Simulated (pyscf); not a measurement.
Elementary routes open to HCl (SMILES Cl) + [HAl–Cl]• (SMILES [AlH][Cl]) in the gas phase (doublet surface):
A. [Cl–Al–Cl]• (SMILES [Cl][Al][Cl]) + H₂ (SMILES [H][H]) (Cl–H, Al–H broken; Al–Cl, H–H formed)
B. Cl–AlH–Cl (SMILES [Cl][AlH][Cl]) + H• (SMILES [H]) (Cl–H broken; Al–Cl formed)

Single points on ωB97X-D3(BJ)/def2-SVP structures (PySCF, gas phase).

### Question
Rank the routes by free-energy barrier at 1200 K, lowest first, for ωB97M-D3(BJ)/def2-TZVP energies (ideal gas, 1 atm, RRHO with modes under 100 cm⁻¹ raised to 100, one conformer, R ln 2 for chiral ones without a mode under 150 cm⁻¹).

### Answer
A (39.3 kcal/mol), B (41.6 kcal/mol)

Route A is the fastest of these, ahead of the next by 2.3 kcal/mol. The most stable products are those of A (ΔG = -28.8 kcal/mol), so kinetics and thermodynamics agree. At 298 K A is still the fastest. A: On the reactant side the descent ends in a complex, 7.5 kcal/mol under the separated species and 6.1 kcal/mol under the saddle at ωB97X-D3(BJ)/def2-TZVP. B: On the reactant side the descent ends in a complex, 7.5 kcal/mol under the separated species and 15.2 kcal/mol under the saddle at ωB97X-D3(BJ)/def2-TZVP. Only these routes are compared; each barrier is that of the saddle found, and lower ones may exist.
